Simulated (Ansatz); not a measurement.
**NH₃ (SMILES N): one structure at several levels**

An exercise on one series of results from a longer session: the logs are not shown, and one member is left open.

Program: Ansatz 0.2.0, Gaussian basis. Level of theory: single points in def2-TZVPP. These are calculated values, not measurements.

Correlated methods freeze the cores.

## Where the work starts

SMILES `N`, 4 atoms, charge 0, spin multiplicity 1.

Atoms are counted from 1 here; the program's logs count them from 0.

Bond lengths: N1–H2 0.978 Å, N1–H3 1.118 Å, N1–H4 1.006 Å. Angles: H2–N1–H3 103.7°, H2–N1–H4 105.3°, H3–N1–H4 113.4°.

Coordinates:

```tsv
atom	x (Å)	y (Å)	z (Å)
N1	-0.05800	0.29700	0.10780
H2	0.51130	-0.22030	0.71150
H3	-0.99680	-0.30750	0.04490
H4	0.44760	0.34180	-0.76090
```

Set-up of the first run:

run/in.yaml reads:

```yaml
crystal:
  periodic: [false, false, false]
  atoms:
    - {symbol: N, position_ang: [-0.058000, 0.297000, 0.107800]}
    - {symbol: H, position_ang: [0.511300, -0.220300, 0.711500]}
    - {symbol: H, position_ang: [-0.996800, -0.307500, 0.044900]}
    - {symbol: H, position_ang: [0.447600, 0.341800, -0.760900]}
basis:
  gaussian: {orbitals: def2-TZVPP}
correlation: {method: ccsd_t}
output: {forces: true}
```

No record of the launch command was kept for these runs.

Steps of the session up to this table: CCSD(T)/def2-TZVPP; PBE0-D4/def2-TZVPP; wB97M-V/def2-TZVPP; r2SCAN-D4/def2-TZVPP; PBE-D4/def2-TZVPP; BLYP-D4/def2-TZVPP; CAM-B3LYP-D4/def2-TZVPP.

One of the session's tables, all rows but one given; the rest of the session is left out.

| method | RMS force component (eV/Å) | angle to CCSD(T) forces (°) | dipole (D) |
| --- | --- | --- | --- |
| CCSD(T) | 1.571 | reference | 1.56 |
| PBE0-D4 | ? | ? | ? |
| wB97M-V | 1.579 | 2.1 | 1.58 |
| r2SCAN-D4 | 1.567 | 0.4 | 1.56 |
| PBE-D4 | 1.564 | 7.3 | 1.54 |
| BLYP-D4 | 1.530 | 7.6 | 1.53 |
| CAM-B3LYP-D4 | 1.579 | 3.3 | 1.61 |

**Question.** Estimate the row for PBE0-D4.

The run gave: RMS force component (eV/Å): 1.592; angle to CCSD(T) forces (°): 1.8; dipole (D): 1.58. In the column «RMS force component (eV/Å)» it is the highest.
